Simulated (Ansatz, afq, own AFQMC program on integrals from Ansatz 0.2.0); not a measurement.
Integrals from Ansatz 0.2.0, then the random walk in our own AFQMC program (afq).

```yaml
crystal:
  periodic: [false, false, false]
  atoms:
    - {symbol: O, position_ang: [-0.367373, -1.524699, 0.401227]}
    - {symbol: Mo, position_ang: [0.036629, 0.155073, -0.237687]}
    - {symbol: O, position_ang: [1.031222, 0.606536, 1.222125]}
    - {symbol: F, position_ang: [-1.260169, -0.234634, -1.502612]}
    - {symbol: F, position_ang: [0.249681, 1.722920, -1.180259]}
    - {symbol: F, position_ang: [-1.346483, 1.005061, 0.672769]}
    - {symbol: Cl, position_ang: [1.820565, -0.637268, -1.429808]}
    - {symbol: H, position_ang: [-0.930344, -2.184057, -0.028689]}
    - {symbol: H, position_ang: [0.854872, 1.044667, 2.065933]}
basis:
  gaussian: {orbitals: def2-SVP}
magnetization: {spin_polarized: false}
correlation: {method: ccsd_t, electrons: outside_noble_gas, hamiltonian_folder: ham}
```

```sh
$ ansatz run in.yaml --threads 1 --pin off --events-out ev --progress --plain --max-ram 24576MiB --backend cuda --devices 0, --max-vram 18GiB
```

afq runs on the folder ham with

```
--method phaseless --trial cisd --walkers 1200 --populations 20 --least-time 60 --time-step 0.005 --steps-per-block 50 --equilibration-blocks 40 --max-blocks 4000 --target-error 0.00042 --factor-cut 1e-05 --seed 8998 --release-times 0.24,0.48,0.8,1.2 --release-step 0.04 --release-every 5 --taylor-order 6
```

Times are imaginary, in 1/Eh. The walk had a cap of 357 s. With eight or more populations the least sampling time is a fifth of least-time, and the error comes from their spread. Core potentials past Kr, no spin–orbit coupling.

Output of the walk:

```
orbitals 115  electrons 24 24  factors 977 of 1224
reference energy -975.76544960 Eh
CCSD correlation -1.33661472 Eh in 18 cycles, weight of the determinant in the CISD state 0.6869
energy of the start -977.102058 Eh
 block  time / (1/Eh)  mean weight  energy / Eh
     1     0.250  0.9997  -977.036236
     2     0.500  1.0001  -977.083583
     3     0.750  1.0007  -977.108313
     4     1.000  0.9998  -977.128401
     5     1.250  1.0002  -977.153112
    10     2.500  0.9992  -977.164642
    31     7.750  1.0000  -977.164504
    56    14.000  0.9992  -977.173912
    76    19.000  0.9998  -977.148594
    81    20.250  1.0004  -977.168338
    86    21.500  1.0001  -977.186137
   106    26.500  0.9993  -977.163307
   131    32.750  1.0004  -977.161102
   156    39.000  1.0002  -977.173461
   181    45.250  0.9999  -977.153195
   206    51.500  1.0015  -977.167854
error from the spread of 20 populations
released: time / (1/Eh)  energy / Eh  error  mean overlap
  0.24  -977.171424  0.001844  0.9964
  0.48  -977.168643  0.002415  0.9951
  0.80  -977.170085  0.005259  0.9823
  1.20  -977.179786  0.008322  0.9521
energy -977.168176 +/- 0.001197 Eh
(rows thinned)
```

The run passed its tests (sampling time, drift between the halves within three errors, error under three times the target), which doesn't prove that it has relaxed, ending at its cap on processor time.

Against this walk (error 32.6 meV) on the same determinant: CCSD(T) 221.1 meV higher. The error is statistical and leaves out the bias of the constraint. None of these is a sure reference here. The released energies are too noisy to show the bias of the constraint.

Cautions: constraint bias not in the error; error above the target (32.6 against 11.4 meV); no spin-orbit coupling; outer-core shells of the metal frozen.

The walk took 6 min on 1 × NVIDIA H100 80GB HBM3 with 2 threads of AMD EPYC 7R13 Processor (Zen 3), on a shared host (the card was shared). The log's last line is the phaseless energy.
